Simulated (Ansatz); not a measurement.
# FH2NaSi: functionals against CCSD(T) at one geometry

An exercise on one series of results from a longer session: the logs are not shown, and one member is left open.

Computed with Ansatz 0.2.0, Gaussian basis. Level: single points in def2-TZVPP.

Cores are frozen in the correlated methods. The outer core shell of Li, Na, Mg and K is correlated. B3LYP uses VWN-RPA correlation.

## Starting geometry

SMILES `F[SiH2][Na]`, 5 atoms, charge 0, spin multiplicity 1.

Atoms are counted from 1 here; the program's logs count them from 0.

Bond lengths: F1–Si2 1.675 Å, Si2–Na3 2.794 Å, Si2–H4 1.449 Å, Si2–H5 1.542 Å. Angles: F1–Si2–Na3 93.0°, F1–Si2–H4 100.7°, F1–Si2–H5 96.1°, Na3–Si2–H4 128.2°, Na3–Si2–H5 123.5°, H4–Si2–H5 104.6°.

Geometry (Å):

```mol
FH2NaSi
  3D, bonds by distance, orders not assigned

  5  4  0  0  0  0  0  0  0  0999 V2000
   -0.9460    0.0316    1.1450 F   0  0
   -0.0408    0.1395   -0.2606 Si  0  0
    1.8986   -1.6391    0.6786 Na  0  0
   -1.0634   -0.0962   -1.2592 H   0  0
    0.1251    1.6724   -0.2299 H   0  0
  1  2  8  0
  2  3  8  0
  2  4  8  0
  2  5  8  0
M  END
```

Set-up of the first run:

run/in.yaml reads:

```yaml
crystal:
  periodic: [false, false, false]
  atoms:
    - {symbol: F, position_ang: [-0.946000, 0.031600, 1.145000]}
    - {symbol: Si, position_ang: [-0.040800, 0.139500, -0.260600]}
    - {symbol: Na, position_ang: [1.898600, -1.639100, 0.678600]}
    - {symbol: H, position_ang: [-1.063400, -0.096200, -1.259200]}
    - {symbol: H, position_ang: [0.125100, 1.672400, -0.229900]}
basis:
  gaussian: {orbitals: def2-TZVPP}
correlation: {method: ccsd_t}
output: {forces: true}
```

No record of the launch command was kept for these runs.

Steps of the session up to this table: CCSD(T)/def2-TZVPP; PBE0-D4/def2-TZVPP; wB97M-V/def2-TZVPP; r2SCAN-D4/def2-TZVPP; PBE-D4/def2-TZVPP; B3LYP-D4/def2-TZVPP; r2SCAN0-D4/def2-TZVPP.

One of the session's tables, all rows but one given; the rest of the session is left out.

```
    method  RMS force component (eV/Å)  angle to CCSD(T) forces (°)  dipole (D)
   CCSD(T)                       0.560                    reference        8.56
   PBE0-D4                       0.578                          4.0        7.99
   wB97M-V                       0.540                          4.1        8.35
 r2SCAN-D4                       0.560                          3.7        8.11
    PBE-D4                           ?                            ?           ?
  B3LYP-D4                       0.542                          3.7        7.77
r2SCAN0-D4                       0.602                          9.1        8.42
```

Q: Estimate the row for PBE-D4 from the others.

As computed: RMS force component (eV/Å): 0.547; angle to CCSD(T) forces (°): 16.8; dipole (D): 7.33. In the column «RMS force component (eV/Å)» it lies between B3LYP-D4 (0.542) and CCSD(T) (0.560).
